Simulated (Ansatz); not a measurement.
fcc Pd was calculated with r²SCAN (PAW; Ansatz, a quantum-chemistry and plane-wave program).

Settings: plane-wave cutoff 560 eV, 24×24×24 k mesh, Fermi–Dirac smearing 0.05 eV, scalar-relativistic PAW data made under PBE.

Cell (relaxed at this level):

```yaml
crystal:
  lattice:
    - [0.00000, 1.95419, 1.95419]
    - [1.95419, 0.00000, 1.95419]
    - [1.95419, 1.95419, 0.00000]
  atoms:
    - { symbol: Pd, position: [0.00000, 0.00000, 0.00000] }
```

Problem. Give the computed bulk modulus and pressure derivative B′ of the bulk modulus.

Solution. 
* **bulk modulus**: 185 GPa
* **pressure derivative B′ of the bulk modulus**: 5.5

The run finds no gap.

Measured, for comparison: bulk modulus 195 GPa (zero-point energy and finite temperature contributions removed, our sources range from 187 to 198; as tabulated in doi:10.1021/acs.jctc.3c00612). Computed (rounded) less measured: bulk modulus -5 % (-1 % to -7 % over the range).
